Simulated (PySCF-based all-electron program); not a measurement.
Force along the bond of F2, singlet

Calculated with an in-house all-electron program built on PySCF, in large uncontracted Gaussian sets near the basis limit; the spin-free Dirac equation, no spin–orbit coupling, spin-restricted. Forces are good to about 0.003 eV/Å. In part, the full relativistic part was added along one bond alone. A positive force pushes the atoms apart.

| r (Å) | LDA (eV/Å) | PBEsol (eV/Å) | PBE (eV/Å) |
| --- | --- | --- | --- |
| 1.2708 | 6.350 | 6.964 | ? |
| 1.412 | -1.015 | -0.541 | 0.014 |
| 1.5532 | – | – | ? |

Fill in the missing PBE forces.

1.2708 Å: 7.619 eV/Å; 1.5532 Å: -3.205 eV/Å.

Between which listed lengths does the PBE force vanish, and at which of the two is it smaller?

Between 1.412 and 1.553 Å. The force is smaller at 1.412 Å.

At 1.412 Å, order the functionals from the one that pulls the atoms together most to the one that pushes them apart most.

LDA (-1.015), PBEsol (-0.541), PBE (0.014).
